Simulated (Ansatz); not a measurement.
Results of PBEsol (Ansatz, a quantum-chemistry and plane-wave program, plane waves, PAW) for hcp Y.

Run with plane-wave cutoff 520 eV, 12×12×8 k mesh (along the axes of the cell as run), Fermi–Dirac smearing 0.1 eV, perturbation theory, scalar-relativistic PAW data made under PBE.

Computed at the level's own relaxed cell.

```yaml
crystal:
  lattice:
    - [3.59776, 0.00000, 0.00000]
    - [-1.79888, 3.11575, 0.00000]
    - [0.00000, 0.00000, 5.58985]
  atoms:
    - { symbol: Y, position: [0.66667, 0.33333, 0.75000] }
    - { symbol: Y, position: [0.33333, 0.66667, 0.25000] }
```

Harmonic phonon frequencies (cm⁻¹; i marks an imaginary mode):

```json
[
 {"q point": "Γ", "frequencies": "?"},
 {"q point": "M", "frequencies": "75 88 124 136 139 141"},
 {"q point": "K", "frequencies": "108 108 111 111 130 139"}
]
```

Q: Complete the blanks.

A: 
- Γ, frequencies: 0 0 0 88 88 152

No imaginary mode appears at these points.
